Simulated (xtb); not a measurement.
xtb input (GFN2-xTB):

```bash
xtb mol.xyz --gfn 2 --sp --chrg -1 --uhf 0
```
mol.xyz:
```
6

O      1.15064415     0.27323898     0.38198658
C      0.02389777     0.31049500    -0.18794480
H     -0.18242979     1.19605197    -0.85698703
C     -1.03824297    -0.56806862    -0.13806164
H     -0.99655321    -1.47240569     0.46326975
H     -1.94009899    -0.36411639    -0.70613676
```

Output:

```
           -------------------------------------------------
          |                Calculation Setup                |
           -------------------------------------------------

           -------------------------------------------------
          |                 G F N 2 - x T B                 |
           -------------------------------------------------

        Reference                      10.1021/acs.jctc.8b01176
      * Hamiltonian:
        H0-scaling (s, p, d)           1.850000    2.230000    2.230000
        zeta-weighting                 0.500000
      * Dispersion:
        s8                             2.700000
        a1                             0.520000
        a2                             5.000000
        s9                             5.000000
      * Repulsion:
        kExp                           1.500000    1.000000
        rExp                           1.000000
      * Coulomb:
        alpha                          2.000000
        third order                    shell-resolved
        anisotropic                    true
        a3                             3.000000
        a5                             4.000000
        cn-shift                       1.200000
        cn-exp                         4.000000
        max-rad                        5.000000

          ...................................................
          :                      SETUP                      :
          :.................................................:
          :  # basis functions                  15          :
          :  # atomic orbitals                  15          :
          :  # shells                            9          :
          :  # electrons                        18          :
          :  max. iterations                   250          :
          :  Hamiltonian                  GFN2-xTB          :
          :  restarted?                      false          :
          :  GBSA solvation                  false          :
          :  PC potential                    false          :
          :  electronic temp.          300.0000000     K    :
          :  accuracy                    1.0000000          :
          :  -> integral cutoff          0.2500000E+02      :
          :  -> integral neglect         0.1000000E-07      :
          :  -> SCF convergence          0.1000000E-05 Eh   :
          :  -> wf. convergence          0.1000000E-03 e    :
          :  Broyden damping             0.4000000          :
          :  net charge                         -1          :
          :  unpaired electrons                  0          :
          ...................................................

 iter      E             dE          RMSdq      gap      omega  full diag
   1    -10.0684597 -0.100685E+02  0.545E+00    5.21       0.0  T
   2    -10.1240305 -0.555708E-01  0.210E+00    4.47       1.0  T
   3    -10.1252573 -0.122681E-02  0.134E+00    4.77       1.0  T
   4    -10.1262921 -0.103481E-02  0.652E-01    4.57       1.0  T
   5    -10.1273637 -0.107158E-02  0.106E-01    4.62       1.0  T
   6    -10.1273735 -0.983668E-05  0.594E-02    4.63       1.0  T
   7    -10.1273744 -0.854528E-06  0.328E-02    4.63       1.2  T
   8    -10.1273789 -0.455754E-05  0.290E-03    4.63      14.1  T
   9    -10.1273790 -0.105675E-07  0.148E-03    4.63      27.5  T
  10    -10.1273790 -0.113528E-07  0.193E-04    4.63     211.4  T
  11    -10.1273790 -0.139696E-09  0.216E-05    4.63    1894.0  T

   *** convergence criteria satisfied after 11 iterations ***

         #    Occupation            Energy/Eh            Energy/eV
      -------------------------------------------------------------
         1        2.0000           -0.4091704             -11.1341
       ...           ...                  ...                  ...
         3        2.0000           -0.3122785              -8.4975
         4        2.0000           -0.2744393              -7.4679
         5        2.0000           -0.2386075              -6.4928
         6        2.0000           -0.2246674              -6.1135
         7        2.0000           -0.2184866              -5.9453
         8        2.0000           -0.1212088              -3.2983
         9        2.0000           -0.0976860              -2.6582 (HOMO)
        10                          0.0723898               1.9698 (LUMO)
        11                          0.3400099               9.2521
        12                          0.3622833               9.8582
        13                          0.4883590              13.2889
        14                          0.6482617              17.6401
        15                          0.8247584              22.4428
      -------------------------------------------------------------
                  HL-Gap            0.1700758 Eh            4.6280 eV
             Fermi-level           -0.0126481 Eh           -0.3442 eV

 SCC (total)                   0 d,  0 h,  0 min,  0.005 sec
 SCC setup                      ...        0 min,  0.000 sec (  2.559%)
 Dispersion                     ...        0 min,  0.000 sec (  1.030%)
 classical contributions        ...        0 min,  0.000 sec (  0.432%)
 integral evaluation            ...        0 min,  0.001 sec ( 13.895%)
 iterations                     ...        0 min,  0.002 sec ( 52.715%)
 molecular gradient             ...        0 min,  0.001 sec ( 26.079%)
 printout                       ...        0 min,  0.000 sec (  2.899%)

         :::::::::::::::::::::::::::::::::::::::::::::::::::::
         ::                     SUMMARY                     ::
         :::::::::::::::::::::::::::::::::::::::::::::::::::::
         :: total energy             -10.020542620625 Eh    ::
         :: gradient norm              0.034259039788 Eh/a0 ::
         :: HOMO-LUMO gap              4.627999224407 eV    ::
         ::.................................................::
         :: SCC energy               -10.127378899137 Eh    ::
         :: -> isotropic ES            0.178194851652 Eh    ::
         :: -> anisotropic ES          0.009876988006 Eh    ::
         :: -> anisotropic XC          0.001426889652 Eh    ::
         :: -> dispersion             -0.002648222079 Eh    ::
         :: repulsion energy           0.106836278513 Eh    ::
         :: add. restraining           0.000000000000 Eh    ::
         :: total charge              -1.000000000000 e     ::
         :::::::::::::::::::::::::::::::::::::::::::::::::::::

           -------------------------------------------------
          |                Property Printout                |
           -------------------------------------------------

    * Orbital Energies and Occupations

         #    Occupation            Energy/Eh            Energy/eV
      -------------------------------------------------------------
         1        2.0000           -0.4091704             -11.1341
         2        2.0000           -0.3550616              -9.6617
         3        2.0000           -0.3122785              -8.4975
         4        2.0000           -0.2744393              -7.4679
         5        2.0000           -0.2386075              -6.4928
         6        2.0000           -0.2246674              -6.1135
         7        2.0000           -0.2184866              -5.9453
         8        2.0000           -0.1212088              -3.2983
         9        2.0000           -0.0976860              -2.6582 (HOMO)
        10                          0.0723898               1.9698 (LUMO)
        11                          0.3400099               9.2521
        12                          0.3622833               9.8582
        13                          0.4883590              13.2889
        14                          0.6482617              17.6401
Note: The following floating-point exceptions are signalling: IEEE_DENORMAL
normal termination of xtb
        15                          0.8247584              22.4428
      -------------------------------------------------------------
                  HL-Gap            0.1700758 Eh            4.6280 eV
             Fermi-level           -0.0126481 Eh           -0.3442 eV

     #   Z          covCN         q      C6AA      α(0)
     1   8 O        0.856    -0.649    27.361     7.013
     2   6 C        2.753     0.159    24.536     8.111
     3   1 H        0.918    -0.136     7.011     4.141
     4   6 C        2.831    -0.221    33.906     9.542
     5   1 H        0.925    -0.066     4.508     3.320
     6   1 H        0.925    -0.087     5.118     3.538

 Mol. C6AA /au·bohr⁶  :        527.576999
 Mol. C8AA /au·bohr⁸  :      11149.554762
 Mol. α(0) /au        :         35.665627

Wiberg/Mayer (AO) data.
largest (>0.10) Wiberg bond orders for each atom

 ---------------------------------------------------------------------------
     #   Z sym  total        # sym  WBO       # sym  WBO       # sym  WBO
 ---------------------------------------------------------------------------
     1   8 O    1.751 --     2 C    1.436     4 C    0.255
     2   6 C    3.967 --     4 C    1.614     1 O    1.436     3 H    0.915
     3   1 H    0.982 --     2 C    0.915
     4   6 C    3.830 --     2 C    1.614     5 H    0.978     6 H    0.978
                             1 O    0.255
     5   1 H    0.996 --     4 C    0.978
     6   1 H    0.992 --     4 C    0.978
 ---------------------------------------------------------------------------

Topologies differ in total number of bonds
Writing topology from bond orders to xtbtopo.mol

molecular dipole:
                 x           y           z       tot (Debye)
 q only:       -0.481      -0.068      -0.189
   full:       -0.746      -0.039      -0.337       2.084
molecular quadrupole (traceless):
                xx          xy          yy          xz          yz          zz
 q only:       -4.080      -2.475       1.496      -2.289       0.363       2.584
  q+dip:       -4.631      -2.087       2.384      -2.346      -0.629       2.246
   full:       -4.689      -2.404       2.171      -2.414      -0.324       2.519

           -------------------------------------------------
          | TOTAL ENERGY              -10.020542620625 Eh   |
          | GRADIENT NORM               0.034259039788 Eh/α |
          | HOMO-LUMO GAP               4.627999224407 eV   |
           -------------------------------------------------

------------------------------------------------------------------------
------------------------------------------------------------------------
 total:
 SCF:
```

It need not be the lowest isomer of its formula. Whether it binds its extra electron was not tested at this geometry.
